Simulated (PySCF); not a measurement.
**SiH4 (silane) at 3 levels**

Aim: a comparison of 3 runs (B3LYP/STO-3G, MP2/STO-3G, UMP2/STO-3G) of SiH4 (silane). 

The results are computed with PySCF 2.14.0.

9 further runs of the same task are left out: 9 set aside as unsound or not needed.

## 1. The molecule

SiH4: 5 atoms, total charge 0, spin state singlet. SMILES: `[SiH4]`. The Si1–H5 distance was set to 1.782 Å, away from the relaxed value.

Bond lengths: Si1–H2 1.485 Å, Si1–H3 1.485 Å, Si1–H4 1.485 Å. Angles: H2–Si1–H3 109.5°, H2–Si1–H4 109.5°, H3–Si1–H4 109.5°. A long bond or contact: Si1–H5 1.782 Å.

## 2. The energy at B3LYP/STO-3G (run 1)

Input file run.py:

```python
from pyscf import gto, dft

mol = gto.M(
    atom='''
Si  -0.093712  -0.276795   0.052727
H    0.873888  -0.965195   0.943727
H   -1.424712  -0.231895   0.708827
H   -0.198812  -1.017095  -1.229773
H    0.468500   1.383800  -0.264200
''',
    max_memory=1860,
    verbose=3,
    basis='sto-3g',
)

mf = dft.RKS(mol, xc='b3lyp')
mf.grids.level = 5
mf.conv_tol = 1e-10
mf.kernel()
if not mf.converged:
    mf = mf.newton().run(mf.mo_coeff, mf.mo_occ)

e_tot = mf.e_tot
print(f'total energy: {e_tot:.8f} hartree')
```

Started as:

```console
$ OMP_NUM_THREADS=1 python run.py
```

Output:

```text
converged SCF energy = -288.492284932574
total energy: -288.49228493 hartree
```

Run time: 1.8 s. Hardware: 1 thread of Arm Neoverse V1, shared host; peak memory 0.17 GiB.

## 3. The energy at MP2/STO-3G (run 2)

Input file job.py:

```python
from pyscf import gto, mp

mol = gto.M(
    atom='''
Si    -0.093712    -0.276795     0.052727
H      0.873888    -0.965195     0.943727
H     -1.424712    -0.231895     0.708827
H     -0.198812    -1.017095    -1.229773
H      0.468500     1.383800    -0.264200
''',
    spin=0,
    basis='sto-3g',
    max_memory=1860,
    verbose=3,
)

mf = mol.RHF()
mf.conv_tol = 1e-10
mf.kernel()
if not mf.converged:
    mf = mf.newton().run(mf.mo_coeff, mf.mo_occ)

pt = mp.MP2(mf, frozen=5).run()
e_tot = pt.e_tot
print('Final energy', e_tot)
```

Started as:

```console
$ OMP_NUM_THREADS=1 python job.py
```

Output:

```text
converged SCF energy = -287.863164536507
E(RMP2) = -287.916127695832  E_corr = -0.0529631593249807
E(SCS-RMP2) = -287.926085176446  E_corr = -0.0629206399390935
Final energy -287.91612769583213
```

Wall time 0.72 s (1 thread of Arm Neoverse V1, shared host); peak memory 0.12 GiB.

## 4. A single-point energy at UMP2/STO-3G (run 3)

Input file input.py:

```python
from pyscf import gto, scf, mp

mol = gto.M(
    atom='''
Si  -0.093712  -0.276795   0.052727
H    0.873888  -0.965195   0.943727
H   -1.424712  -0.231895   0.708827
H   -0.198812  -1.017095  -1.229773
H    0.468500   1.383800  -0.264200
''',
    verbose=3,
    max_memory=1860,
    basis='sto-3g',
)

calc0 = scf.UHF(mol)
calc0.conv_tol = 1e-10
calc0.kernel()
if not calc0.converged:
    calc0 = calc0.newton().run(calc0.mo_coeff, calc0.mo_occ)
for _ in range(3):
    mo, _, stable, _ = calc0.stability(return_status=True)
    if stable:
        break
    calc0.kernel(calc0.make_rdm1(mo, calc0.mo_occ))

pt = mp.MP2(calc0, frozen=5).run()
etot = pt.e_tot
print(f'total energy: {etot:.8f} hartree')
```

Started as:

```console
$ OMP_NUM_THREADS=1 python input.py
```

Output:

```text
converged SCF energy = -287.863164536507  <S^2> = 1.0658141e-14  2S+1 = 1
<class 'pyscf.scf.uhf.UHF'> wavefunction is stable in the internal stability analysis
E(UMP2) = -287.916127695555  E_corr = -0.0529631590480483
E(SCS-UMP2) = -287.926085176128  E_corr = -0.0629206396210473
total energy: -287.91612770 hartree
```

Run time: 0.76 s. Hardware: 1 thread of Arm Neoverse V1, shared host; peak memory 0.12 GiB.

## 5. All runs side by side

```
run         level  integration grid  frozen core orbitals  energy (Eh)  dipole moment (D) of the reference  HOMO energy (eV)  LUMO energy (eV)  wall time
  1  B3LYP/STO-3G                 5                     –  -288.492285                                0.23             -6.77              5.18      1.8 s
  2    MP2/STO-3G                 –                     5  -287.916128                                0.25             -9.88             10.39     0.72 s
  3   UMP2/STO-3G                 –                     5  -287.916128                                0.25             -9.88             10.39     0.76 s
```

## 6. What came out

| quantity | value |
| --- | --- |
| run 3: total energy | -287.91613 Eh |
| run 3: dipole moment (Hartree–Fock density) | 0.25 D |
| run 3: HOMO energy (Hartree–Fock orbitals) | -9.88 eV |
| run 3: LUMO energy (Hartree–Fock orbitals) | 10.39 eV |
| run 3: HOMO–LUMO gap (Hartree–Fock orbitals) | 20.27 eV |
| run 3: correlation energy (5 core orbitals frozen) | -53.0 mEh |

What this shows: In runs 1, 2, 3 the basis is minimal, so the values are rough. All runs together took 3.3 s, the longest 1.8 s.
